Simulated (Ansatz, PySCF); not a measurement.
Dissociation curve of OH, doublet.

Computed with: UMP2/3-21G = unrestricted MP2 (frozen core)/3-21G in PySCF; FCI = full CI/cc-pVDZ, frozen core in Ansatz (a program for electronic structure).

Energies relative to the lowest point of each curve near equilibrium, in kJ/mol:

```
R / Å  UMP2/3-21G
-----  ----------
0.83         91.2
0.92         16.9
0.99          0.0
1.03          0.5
1.23         65.6
1.32        123.8
1.47        208.8
1.59        247.1
1.73        271.7
1.92        287.8
3.39        303.7
3.88        304.0
```

**Question.** Predict the corresponding FCI column.

**Answer.** 0.83: 74.9; 0.92: 9.3; 0.99: 0.0; 1.03: 4.9; 1.23: 83.2; 1.32: 129.0; 1.47: 202.0; 1.59: 252.1; 1.73: 298.5; 1.92: 341.6; 3.39: 394.2; 3.88: 394.7 (kJ/mol).

The unrestricted determinant behind UMP2/3-21G is spin-contaminated at 1.32 to 3.88 Å (<S²> up to 1.8, against 0.75 for a pure doublet).
